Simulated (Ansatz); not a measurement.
BSiNH, sextet in cc-pVDZ: errors against UCCSDT(Q)

Geometry: that of the BSiNH, quartet, kept fixed. The doublet lies 9.0 eV lower here.

```yaml
atoms:
  - { symbol: N, position_ang: [0.0000, -0.7598, 0.6654] }
  - { symbol: B, position_ang: [0.0000, 0.4740, 1.1778] }
  - { symbol: Si, position_ang: [0.0000, 0.1517, -0.8595] }
  - { symbol: H, position_ang: [0.0000, 1.2476, 2.0700] }
```

Basis cc-pVDZ; Ansatz 0.2.0. Only valence electrons are correlated (noble-gas cores frozen), which leaves 13 electrons in 44 orbitals. R marks a restricted (for open shells ROHF) determinant, U an unrestricted one. Active spaces: frontier = (13e, 11o) about the gap.

Full CI isn't at hand for all of this; UCCSDT(Q) serves as the reference, and is uncertain by about the last step of the cluster series. The frozen core follows each run's orbitals, which can shift R against U totals by a few meV.

For open shells CISD is restricted-active-space CI with the open shells as a complete middle space.

* UHF ⟨S²⟩: 8.781
* T1 diagnostic (RCCSD): 0.0317
* largest doubles amplitude (RCCSD): 0.042
* T1 diagnostic (UCCSD): 0.0246

| level | E − E(UCCSDT(Q)) (kcal/mol) | share of correlation (%) | wall time |
| --- | --- | --- | --- |
| RHF | 181.39 | 0.00 | – |
| UHF | 175.03 | 3.51 | – |
| RMP2 | 28.90 | 84.07 | – |
| UMP2 | 29.59 | 83.69 | – |
| CISD | 20.55 | 88.67 | 28 s |
| RCCSD | 7.76 | 95.72 | – |
| UCCSD | 7.50 | 95.87 | – |
| RCCSD(T) | 1.51 | 99.17 | 9.5 s |
| UCCSD(T) | 1.49 | 99.18 | 11 s |
| BCCD(T) | 1.52 | 99.16 | 11 s |
| RCCSDT | 0.55 | 99.70 | – |
| UCCSDT | 0.50 | 99.73 | – |
| RCCSDT(Q) | 0.08 | 99.95 | 74 s |
| CASSCF (frontier space) | 147.51 | 18.68 | – |
| NEVPT2 (frontier space) | 36.41 | 79.93 | 18 s |
| MRCISD (frontier space) | 15.69 | 91.35 | – |
| MRCISD+Q (frontier space) | 3.15 | 98.27 | 25 s |

The correlation energy at UCCSDT(Q), counted from RHF, is -7.866 eV. That run took 67 s on 1 thread of Arm Neoverse V2, shared host.

Times hold each run's SCF and search for its determinant on a shared host, so for small cases they say little of a method's own cost; they ran on 1 thread of Arm Neoverse V2.
